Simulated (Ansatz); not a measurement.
Relaxation of CH7AlS (10 atoms, charge 0, multiplicity 1), to a largest force component of 0.03 eV/Å in at most 50 steps.

Level of theory: Ansatz 0.2.0, RKS PBE0/6-31G*.

```xyz
10
Properties=species:S:1:pos:R:3:forces:R:3
Al 0.132 0.237 0.147 -0.02 -0.30 0.01
C 0.029 0.129 2.112 0.00 0.31 0.08
H -0.923 -0.270 2.484 -0.01 -0.01 0.02
H 0.852 -0.440 2.561 0.01 0.00 -0.01
H 0.106 1.142 2.535 0.01 -0.01 0.00
H 1.525 0.526 -0.567 0.04 0.02 -0.01
H -1.208 0.175 -0.723 -0.01 0.02 0.01
S -0.129 -3.135 0.828 -0.13 0.76 0.37
H -1.384 -3.133 0.343 0.02 0.00 0.02
H -0.393 -2.120 1.725 0.09 -0.81 -0.47
```

Q: Where does it end, and by what steps?

A: The run converged. After 19 steps the energy has fallen by 0.458 eV; H10 moved furthest, 1.26 Å. Joined: Al1–S8 (3.45 → 2.58 Å).

| step | energy less start (eV) | largest force component (eV/Å) | accepted |
| --- | --- | --- | --- |
| 0 | 0.0000 | 0.805 | yes |
| 1 | -0.0969 | 0.904 | yes |
| 2 | -0.1890 | 1.125 | yes |
| 3 | -0.3214 | 1.104 | yes |
| 4 | -0.3935 | 0.529 | yes |
| 5 | -0.4189 | 0.102 | yes |
| 6 | -0.4203 | 0.123 | yes |
| 7 | -0.4246 | 0.135 | yes |
| 8 | -0.4329 | 0.113 | yes |
| 9 | -0.4445 | 0.059 | yes |
| 10 | -0.4290 | 0.931 | no |
| 11 | -0.4490 | 0.036 | yes |
| 12 | -0.4511 | 0.249 | yes |
| 13 | -0.4537 | 0.146 | yes |
| 14 | -0.4467 | 0.422 | no |
| 15 | -0.4553 | 0.084 | yes |
| 16 | -0.4567 | 0.081 | yes |
| 17 | -0.4571 | 0.074 | yes |
| 18 | -0.4574 | 0.048 | yes |
| 19 | -0.4575 | 0.011 | yes |

```xyz
10
Properties=species:S:1:pos:R:3
Al -0.070 -0.152 0.414
C 0.161 0.439 2.283
H -0.679 0.151 2.928
H 1.082 0.052 2.736
H 0.227 1.534 2.330
H 1.191 -0.183 -0.581
H -1.527 -0.073 -0.262
S -0.057 -2.706 0.776
H -0.430 -3.070 -0.465
H -1.291 -2.881 1.284
```

Run time: 70 s on 1 thread of Arm Neoverse V1, on a shared host, peak memory 0.14 GiB.
